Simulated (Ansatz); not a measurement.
Born–Oppenheimer molecular dynamics of Al$_{2}$H$_{4}$S (7 atoms, charge 0, multiplicity 1). It goes on from the last frame of an earlier run, with new velocities.

All numbers below come from UKS B3LYP/STO-3G in Ansatz 0.2.0.

- ensemble: NVE (velocity Verlet)
- time step: 0.5 fs
- steps asked: 150
- starting velocities drawn for: 2000 K
- seed: 369150

Frames 5 fs apart, positions in Å.

Velocities at 0.0 fs (Å/ps):

```
Al -0.94 -2.76 -6.80
S 10.64 -9.94 2.72
Al -7.66 12.53 2.40
H -45.51 1.03 34.04
H -21.52 60.04 1.43
H -12.47 -32.12 -16.46
H -28.63 25.50 12.29
```

```xyz
7
Properties=species:S:1:pos:R:3 time_fs=0.0 energy_less_start_eV=0.000 T=2000
Al -1.428 0.392 -0.585
S -0.346 0.816 1.140
Al 1.271 -0.497 0.974
H -0.864 -0.725 -1.381
H -2.619 1.200 -1.208
H 2.587 0.145 1.228
H 1.212 -2.015 0.818
7
Properties=species:S:1:pos:R:3 time_fs=5.0 energy_less_start_eV=0.259 T=1599
Al -1.440 0.387 -0.618
S -0.299 0.771 1.153
Al 1.235 -0.440 0.986
H -1.049 -0.860 -1.319
H -2.551 1.379 -1.085
H 2.633 0.032 1.161
H 1.045 -1.887 0.859
7
Properties=species:S:1:pos:R:3 time_fs=10.0 energy_less_start_eV=0.897 T=617
Al -1.451 0.385 -0.644
S -0.278 0.747 1.163
Al 1.225 -0.404 0.997
H -1.234 -1.030 -1.355
H -2.344 1.455 -0.887
H 2.726 -0.020 1.112
H 0.856 -1.888 0.842
7
Properties=species:S:1:pos:R:3 time_fs=15.0 energy_less_start_eV=0.808 T=755
Al -1.446 0.367 -0.655
S -0.296 0.753 1.167
Al 1.256 -0.408 1.003
H -1.488 -0.897 -1.322
H -2.342 1.696 -0.829
H 2.657 -0.069 1.071
H 0.775 -1.825 0.794
7
Properties=species:S:1:pos:R:3 time_fs=20.0 energy_less_start_eV=0.332 T=1487
Al -1.442 0.370 -0.644
S -0.342 0.782 1.163
Al 1.304 -0.443 1.005
H -1.732 -0.931 -1.444
H -2.197 1.612 -0.860
H 2.777 -0.037 1.073
H 0.837 -1.810 0.707
7
Properties=species:S:1:pos:R:3 time_fs=25.0 energy_less_start_eV=0.307 T=1525
Al -1.437 0.371 -0.622
S -0.395 0.816 1.155
Al 1.357 -0.484 1.004
H -1.846 -0.855 -1.476
H -2.149 1.607 -1.039
H 2.805 -0.011 1.114
H 1.000 -1.937 0.586
7
Properties=species:S:1:pos:R:3 time_fs=30.0 energy_less_start_eV=0.694 T=931
Al -1.437 0.373 -0.600
S -0.437 0.844 1.144
Al 1.398 -0.525 0.998
H -1.794 -0.761 -1.379
H -2.150 1.675 -1.255
H 2.732 0.015 1.202
H 1.251 -1.926 0.514
7
Properties=species:S:1:pos:R:3 time_fs=35.0 energy_less_start_eV=0.784 T=790
Al -1.449 0.397 -0.586
S -0.457 0.859 1.136
Al 1.414 -0.555 0.992
H -1.678 -1.002 -1.340
H -1.993 1.484 -1.305
H 2.775 0.119 1.359
H 1.475 -1.949 0.437
7
Properties=species:S:1:pos:R:3 time_fs=40.0 energy_less_start_eV=0.595 T=1081
Al -1.464 0.403 -0.584
S -0.454 0.860 1.133
Al 1.417 -0.563 0.986
H -1.454 -1.023 -1.086
H -1.987 1.556 -1.481
H 2.625 0.146 1.507
H 1.608 -1.970 0.366
7
Properties=species:S:1:pos:R:3 time_fs=45.0 energy_less_start_eV=0.665 T=972
Al -1.482 0.408 -0.595
S -0.427 0.848 1.137
Al 1.400 -0.558 0.981
H -1.243 -1.028 -0.828
H -2.010 1.527 -1.550
H 2.487 0.161 1.694
H 1.632 -1.853 0.343
7
Properties=species:S:1:pos:R:3 time_fs=50.0 energy_less_start_eV=0.659 T=985
Al -1.493 0.416 -0.609
S -0.383 0.827 1.142
Al 1.361 -0.529 0.981
H -1.159 -1.138 -0.770
H -2.061 1.334 -1.508
H 2.434 0.140 1.895
H 1.601 -1.842 0.236
7
Properties=species:S:1:pos:R:3 time_fs=55.0 energy_less_start_eV=0.291 T=1552
Al -1.485 0.399 -0.609
S -0.331 0.802 1.144
Al 1.313 -0.485 0.989
H -1.281 -1.003 -0.886
H -2.301 1.342 -1.637
H 2.312 -0.040 1.966
H 1.510 -1.739 0.144
```

Of the whole run (75 fs, mean temperature of the second half 1257 K): The conserved energy stayed within 0.51 meV per atom of its start (net change 0.16 meV per atom), so the integration is sound. A run of 0.075 ps of so small a system gives no equilibrium averages. Limits of this set-up: minimal basis.

The run took 3.9 min on 1 thread of Arm Neoverse V2 (shared host), peak memory 0.11 GiB.
